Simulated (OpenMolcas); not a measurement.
# One shape, several levels: triplet [BF2]+

Wanted: a comparison of 4 runs (UHF/cc-pVTZ, UB3LYP/cc-pVTZ, UPBE0/cc-pVTZ, USVWN5/cc-pVTZ) of triplet [BF2]+. 

The results are computed with OpenMolcas 26.06.

## 1. The molecule

[BF2]+: 3 atoms, total charge +1, spin state triplet. As SMILES of the parent species, `F[B+]F`. Geometry: relaxed at PBE0-D4/def2-TZVP. That shape belongs to the parent species and isn't relaxed for this state.

Bond lengths: F1–B2 1.226 Å, B2–F3 1.226 Å. Angles: F1–B2–F3 180.0°.

## 2. A single-point energy at UHF/cc-pVTZ (run 1)

mol.input reads:

```
* BF2 Hartree-Fock

&GATEWAY
  BasLib
  $CurrDir
  Coord
  3
  angstrom
  F        0.329710       1.140520       0.307700
  B        0.000000       0.000000       0.000000
  F       -0.329720      -1.140520      -0.307700
  Basis
  cc-pVTZ
  Group
  NoSym

&SEWARD

&SCF
  UHF
  Charge
  1
  Spin
  3
  Thresholds
  1e-10 1e-07 1e-07 1e-05
  PrOrbitals
  1 2
```

The basis set cc-pVTZ is read from a file made from the Basis Set Exchange's data (not shown).

Launch:

```console
$ export MOLCAS_MEM=1860
$ pymolcas mol.input > mol.log
```

Standard output:

```text
--- Start Module: gateway ---
[...]
--- Stop Module: gateway /rc=_RC_ALL_IS_WELL_ ---
--- Start Module: seward ---
[...]
      Basis functions           90
--- Stop Module: seward /rc=_RC_ALL_IS_WELL_ ---
[...]
--- Start Module: scf ---
[...]
       Convergence after  30 Iterations
[...]
::    Total SCF energy                               -222.9437557815
[...]
      Total spin, S                                     1.0302111957
[...]
      Total electronic charge=   22.000000
      Total            charge=    1.000000
[...]
      Dipole Moment (debye):
      Origin of the operator (angstrom)=   -0.0000    0.0000    0.0000
                   X=  1.7981E-04               Y=  1.0756E-05               Z= -1.1770E-05           Total=  1.8051E-04
      Center of Charge (angstrom)
[...]
--- Stop Module: scf /rc=_RC_ALL_IS_WELL_ ---
[...]
```

Wall time 15 s (1 thread of Intel Xeon Platinum 8259CL at 2.50GHz (Skylake/Cascade Lake), shared host); peak memory 0.49 GiB.

## 3. A single-point energy at UB3LYP/cc-pVTZ (run 2)

job.inp reads:

```
* BF2 Kohn-Sham DFT
>>> EXPORT MOLCAS_PRINT=2

&GATEWAY
  BasLib
  $CurrDir
  Coord
  3
  angstrom
  F        0.329710       1.140520       0.307700
  B        0.000000       0.000000       0.000000
  F       -0.329720      -1.140520      -0.307700
  Basis
  cc-pVTZ
  Group
  NoSym

&SEWARD
  GridInput
  Grid=UltraFine
  End of Grid

&SCF
  UHF
  Charge
  1
  Spin
  3
  KSDFT
  B3LYP
  Thresholds
  1e-10 1e-07 1e-07 1e-05
  PrOrbitals
  1 1
```

The basis set cc-pVTZ is read from a file made from the Basis Set Exchange's data (not shown).

Launch:

```console
$ export MOLCAS_MEM=1860
$ pymolcas job.inp > job.log
```

Standard output:

```text
--- Start Module: gateway ---
[...]
--- Stop Module: gateway /rc=_RC_ALL_IS_WELL_ ---
--- Start Module: seward ---
[...]
      Basis functions           90
--- Stop Module: seward /rc=_RC_ALL_IS_WELL_ ---
[...]
--- Start Module: scf ---
[...]
       Convergence after  30 Iterations
[...]
::    Total KS-DFT energy                            -223.9241942429
[...]
      Total spin, S                                     1.0028911941
[...]
      Total electronic charge=   22.000000
      Total            charge=    1.000000
[...]
      Dipole Moment (debye):
      Origin of the operator (angstrom)=   -0.0000    0.0000    0.0000
                   X= -5.8919E-04               Y=  1.3674E-04               Z=  2.8854E-05           Total=  6.0554E-04
      Center of Charge (angstrom)
[...]
--- Stop Module: scf /rc=_RC_ALL_IS_WELL_ ---
[...]
```

Run time: 51 s. Hardware: 1 thread of Intel Xeon Platinum 8259CL at 2.50GHz (Skylake/Cascade Lake), shared host; peak memory 0.49 GiB.

## 4. The energy at UPBE0/cc-pVTZ (run 3)

mol.inp reads:

```
* BF2 Kohn-Sham DFT
&GATEWAY
BasLib=$CurrDir
BasisSet
F.cc-pVTZ....
F1 0.329710 1.140520 0.307700 angstrom
F3 -0.329720 -1.140520 -0.307700 angstrom
End of Basis
BasisSet
B.cc-pVTZ....
B2 0.000000 0.000000 0.000000 angstrom
End of Basis
&SEWARD
GridInput
Grid=UltraFine
End of Grid
&SCF
UHF
Charge=1
Spin=3
KSDFT=PBE0
Thresholds=1e-10 1e-07 1e-07 1e-05
PrOrbitals=1 2
```

The basis set cc-pVTZ is read from a file made from the Basis Set Exchange's data (not shown).

Launch:

```console
$ export MOLCAS_MEM=1860
$ pymolcas mol.inp > mol.log
```

Standard output:

```text
--- Start Module: gateway ---
[...]
--- Stop Module: gateway /rc=_RC_ALL_IS_WELL_ ---
--- Start Module: seward ---
[...]
      Basis functions           90
--- Stop Module: seward /rc=_RC_ALL_IS_WELL_ ---
[...]
--- Start Module: scf ---
[...]
       Convergence after  33 Iterations
[...]
::    Total KS-DFT energy                            -223.6922906142
[...]
      Total spin, S                                     1.0033491690
[...]
      Total electronic charge=   22.000000
      Total            charge=    1.000000
[...]
      Dipole Moment (debye):
      Origin of the operator (angstrom)=   -0.0000    0.0000    0.0000
                   X= -1.4110E-03               Y=  3.2984E-04               Z=  1.4844E-04           Total=  1.4566E-03
      Center of Charge (angstrom)
[...]
--- Stop Module: scf /rc=_RC_ALL_IS_WELL_ ---
[...]
```

It took 53 s on 1 thread of Intel Xeon Platinum 8259CL at 2.50GHz (Skylake/Cascade Lake), shared host; peak memory 0.49 GiB.

## 5. The energy at USVWN5/cc-pVTZ (run 4)

input.xyz reads:

```xyz
3

F      0.329710     1.140520     0.307700
B      0.000000     0.000000     0.000000
F     -0.329720    -1.140520    -0.307700
```

test.inp reads:

```
* BF2 Kohn-Sham DFT

&GATEWAY
  BasLib=$CurrDir
  Coord=input.xyz
  Basis=cc-pVTZ
  Group=NoSym

&SEWARD
  GridInput
  Grid=UltraFine
  End of Grid

&SCF
  UHF
  Charge=1
  Spin=3
  KSDFT=SVWN5
  Thresholds=1e-10 1e-07 1e-07 1e-05
  PrOrbitals=1 2
```

The basis set cc-pVTZ is read from a file made from the Basis Set Exchange's data (not shown).

Launch:

```console
$ export MOLCAS_MEM=1860
$ pymolcas test.inp > test.log
```

Standard output:

```text
--- Start Module: gateway ---
[...]
--- Stop Module: gateway /rc=_RC_ALL_IS_WELL_ ---
--- Start Module: seward ---
[...]
      Basis functions           90
--- Stop Module: seward /rc=_RC_ALL_IS_WELL_ ---
[...]
--- Start Module: scf ---
[...]
       Convergence after  43 Iterations
[...]
::    Total KS-DFT energy                            -222.4013954956
[...]
      Total spin, S                                     1.0004692927
[...]
      Total electronic charge=   22.000000
      Total            charge=    1.000000
[...]
      Dipole Moment (debye):
      Origin of the operator (angstrom)=   -0.0000    0.0000    0.0000
                   X=  1.0631E-05               Y= -9.4456E-06               Z=  1.5476E-07           Total=  1.4222E-05
      Center of Charge (angstrom)
[...]
--- Stop Module: scf /rc=_RC_ALL_IS_WELL_ ---
[...]
```

It took 47 s on 1 thread of Intel Xeon Platinum 8259CL at 2.50GHz (Skylake/Cascade Lake), shared host; peak memory 0.49 GiB.

## 6. All runs side by side

```csv
run,level,integration grid,energy (Eh),HOMO energy (eV),⟨S²⟩,wall time
1,UHF/cc-pVTZ,–,-222.943756,-14.02,2.092,15 s
2,UB3LYP/cc-pVTZ,UltraFine,-223.924194,-11.64,2.009,51 s
3,UPBE0/cc-pVTZ,UltraFine,-223.692291,-11.88,2.010,53 s
4,USVWN5/cc-pVTZ,UltraFine,-222.401395,-10.21,2.001,47 s
```

## 7. Summary of results

| quantity | value |
| --- | --- |
| run 4: total energy | -222.40140 Eh |
| run 4: HOMO energy (highest over α and β) | -10.21 eV |
| run 4: ⟨S²⟩ | 2.001 |

What this shows: Totals of different functionals can't be ranked against each other. All runs together took 2.8 min, the longest 53 s.
